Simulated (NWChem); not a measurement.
System: water (H$_{2}$O); SMILES O

Here is an NWChem input.

```
start job
memory heap 200 mb stack 900 mb global 1100 mb
geometry units angstroms noautoz
  O      0.000000     0.000000     0.143194
  H      0.757685     0.000000    -0.469929
  H     -0.757685     0.000000    -0.469929
end
basis spherical
  * library def2-svp
end
dft
  xc xwpbe 1.00 cpbe96 1.0 hfexch 1.00
  cam 0.35 cam_alpha 0.0 cam_beta 1.0
  iterations 150
  vectors input atomic output neutral.movecs
end
task dft energy
charge 1
dft
  odft
  mult 2
  vectors input atomic output cation.movecs
end
task dft energy
```

Excerpt of the output:

```
             Northwest Computational Chemistry Package (NWChem) 7.3.0
             --------------------------------------------------------

 C2V symmetry detected

                             Geometry "geometry" -> ""
                             -------------------------

 Output coordinates in angstroms (scale by  1.889725989 to convert to a.u.)

  No.       Tag          Charge          X              Y              Z
 ---- ---------------- ---------- -------------- -------------- --------------
    1 O                    8.0000     0.00000000     0.00000000     0.12262460
    2 H                    1.0000     0.75768500     0.00000000    -0.49049840
    3 H                    1.0000    -0.75768500     0.00000000    -0.49049840

 Effective nuclear repulsion energy (a.u.)       9.0359679248

      Symmetry information
      --------------------

 Group name             C2v
 Group number             16
 Group order               4
 No. of unique centers     2

  pbe96 is a nonlocal functional; adding pw91lda local functional.

                                 NWChem DFT Module
                                 -----------------

 Summary of "ao basis" -> "ao basis" (spherical)
 ------------------------------------------------------------------------------
       Tag                 Description            Shells   Functions and Types
 ---------------- ------------------------------  ------  ---------------------
 O                          def2-svp                 6       14   3s2p1d
 H                          def2-svp                 3        5   2s1p

      Symmetry analysis of basis
      --------------------------

        a1         11
        a2          2
        b1          7
        b2          4

            General Information
            -------------------
          SCF calculation type: DFT
          Wavefunction type:  closed shell.
          No. of atoms     :     3
          No. of electrons :    10
           Alpha electrons :     5
            Beta electrons :     5
          Charge           :     0
          Spin multiplicity:     1
          Use of symmetry is: on ; symmetry adaption is: on
          Maximum number of iterations: 150
          AO basis - number of functions:    24
                     number of shells:    12
          Convergence on energy requested:  1.00D-06
          Convergence on density requested:  1.00D-05
          Convergence on gradient requested:  5.00D-04

              XC Information
              --------------
                     Hartree-Fock (Exact) Exchange  1.000
                     LC-wPBE(h)Exchange Functional  1.000
            Perdew 1991 LDA Correlation Functional  1.000 local
           PerdewBurkeErnz. Correlation Functional  1.000 non-local

           Range-Separation Parameters
           ---------------------------
           Alpha           :  0.00
           Beta            :  1.00
           Gamma           :  0.35
           Short-Range HF  :     F

             Grid Information
             ----------------
          Grid used for XC integration:  medium
          Radial quadrature: Mura-Knowles
          Angular quadrature: Lebedev.
          Tag              B.-S. Rad. Rad. Pts. Rad. Cut. Ang. Pts.
          ---              ---------- --------- --------- ---------
          O                   0.60       49           5.0       434
          H                   0.35       45           7.0       434
          Grid pruning is: on
          Number of quadrature shells:    94
          Spatial weights used:  Erf1

      Superposition of Atomic Density Guess
      -------------------------------------

 Sum of atomic energies:         -75.68971188

      Non-variational initial energy
      ------------------------------

 Total energy =     -75.827244
 1-e energy   =    -121.409342
 2-e energy   =      36.546131
 HOMO         =      -0.469550
 LUMO         =       0.085924

      Symmetry analysis of molecular orbitals - initial
      -------------------------------------------------

  Numbering of irreducible representations:

     1 a1          2 a2          3 b1          4 b2

  Orbital symmetries:

     1 a1          2 a1          3 b1          4 a1          5 b2
     6 a1          7 b1          8 b1          9 a1         10 a1
    11 b2         12 b1         13 a1         14 a2         15 a1

   convergence    iter        energy       DeltaE   RMS-Dens  Diis-err
 ---------------- ----- ----------------- --------- --------- ---------
 d= 0,ls=0.0,diis     1    -76.2678675962 -8.53D+01  2.14D-02  3.78D-01
 d= 0,ls=0.0,diis     2    -76.2844277746 -1.66D-02  9.28D-03  2.52D-01
 d= 0,ls=0.0,diis     3    -76.3054582515 -2.10D-02  1.23D-03  3.33D-03
 d= 0,ls=0.0,diis     4    -76.3057865778 -3.28D-04  2.20D-04  7.22D-05
 d= 0,ls=0.0,diis     5    -76.3057946182 -8.04D-06  3.81D-05  1.40D-06
 d= 0,ls=0.0,diis     6    -76.3057948061 -1.88D-07  4.62D-06  5.12D-09

         Total DFT energy =      -76.305794806148
      One electron energy =     -122.809461526561
           Coulomb energy =       46.754416347960
    Exchange-Corr. energy =       -9.286717552302
 Nuclear repulsion energy =        9.035967924755

 Numeric. integr. density =        9.999999987242

                  Occupations of the irreducible representations
                  ----------------------------------------------

                     irrep           alpha         beta
                     --------     --------     --------
                     a1                3.0          3.0
                     a2                0.0          0.0
                     b1                1.0          1.0
                     b2                1.0          1.0

                       DFT Final Molecular Orbital Analysis
                       ------------------------------------

 Vector    3  Occ=2.000000D+00  E=-6.163244D-01  Symmetry=b1
              MO Center= -6.6D-16, -3.8D-17, -1.1D-01, r^2= 7.9D-01
   Bfn.  Coefficient  Atom+Function         Bfn.  Coefficient  Atom+Function
  ----- ------------  ---------------      ----- ------------  ---------------
     4      0.506232  1 O  px                15      0.326845  2 H  s
    20     -0.326845  3 H  s                  7      0.208952  1 O  px
    16      0.104163  2 H  s                 21     -0.104163  3 H  s
    19      0.027230  2 H  pz                24     -0.027230  3 H  pz

 Vector    4  Occ=2.000000D+00  E=-4.765001D-01  Symmetry=a1
              MO Center=  9.7D-17, -5.2D-16,  2.1D-01, r^2= 6.7D-01
   Bfn.  Coefficient  Atom+Function         Bfn.  Coefficient  Atom+Function
  ----- ------------  ---------------      ----- ------------  ---------------
     6      0.544369  1 O  pz                 3      0.366526  1 O  s
     9      0.340424  1 O  pz                 2      0.223240  1 O  s
    15     -0.202133  2 H  s                 20     -0.202133  3 H  s
     1      0.113125  1 O  s                 16     -0.061750  2 H  s
    21     -0.061750  3 H  s                 17      0.026517  2 H  px

 Vector    5  Occ=2.000000D+00  E=-3.986648D-01  Symmetry=b2
              MO Center= -7.0D-17,  1.7D-16,  9.8D-02, r^2= 5.9D-01
   Bfn.  Coefficient  Atom+Function         Bfn.  Coefficient  Atom+Function
  ----- ------------  ---------------      ----- ------------  ---------------
     5      0.636959  1 O  py                 8      0.491233  1 O  py
    18      0.031397  2 H  py                23      0.031397  3 H  py

 Vector    6  Occ=0.000000D+00  E= 1.417328D-01  Symmetry=a1
              MO Center=  3.9D-16,  1.7D-16, -6.8D-01, r^2= 2.8D+00
   Bfn.  Coefficient  Atom+Function         Bfn.  Coefficient  Atom+Function
  ----- ------------  ---------------      ----- ------------  ---------------
     3      0.990035  1 O  s                 16     -0.833621  2 H  s
    21     -0.833621  3 H  s                  9     -0.355812  1 O  pz
     6     -0.243456  1 O  pz                 2      0.154663  1 O  s
    15     -0.109766  2 H  s                 20     -0.109766  3 H  s
     1      0.101986  1 O  s

 Vector    7  Occ=0.000000D+00  E= 2.187147D-01  Symmetry=b1
              MO Center= -2.4D-17,  5.4D-32, -5.9D-01, r^2= 3.2D+00
   Bfn.  Coefficient  Atom+Function         Bfn.  Coefficient  Atom+Function
  ----- ------------  ---------------      ----- ------------  ---------------
    16      1.311921  2 H  s                 21     -1.311921  3 H  s
     7     -0.619299  1 O  px                 4     -0.359459  1 O  px
    15      0.101273  2 H  s                 20     -0.101273  3 H  s

 Vector    8  Occ=0.000000D+00  E= 6.504711D-01  Symmetry=b1
              MO Center= -5.9D-15, -4.7D-17, -2.9D-01, r^2= 1.9D+00
   Bfn.  Coefficient  Atom+Function         Bfn.  Coefficient  Atom+Function
  ----- ------------  ---------------      ----- ------------  ---------------
    15      0.954141  2 H  s                 20     -0.954141  3 H  s
    16     -0.852660  2 H  s                 21      0.852660  3 H  s
     7     -0.343613  1 O  px                 4     -0.306778  1 O  px
    19     -0.107805  2 H  pz                24      0.107805  3 H  pz
    13      0.102008  1 O  d  1              17      0.044918  2 H  px

     Multipole analysis of the density
     ---------------------------------

     L   x y z        total         alpha         beta         nuclear
     -   - - -        -----         -----         ----         -------
     0   0 0 0     -0.000000     -5.000000     -5.000000     10.000000

     1   1 0 0      0.000000      0.000000      0.000000      0.000000
     1   0 1 0     -0.000000     -0.000000     -0.000000      0.000000
     1   0 0 1     -0.811386     -0.405693     -0.405693      0.000000

[...]
```

Level: LC-wPBE (HJS exchange hole, range parameter 0.35 per bohr)/def2-SVP, vertical spin-unrestricted ions. Geometry: optimised at PBE-D3(BJ)/def2-SVP.
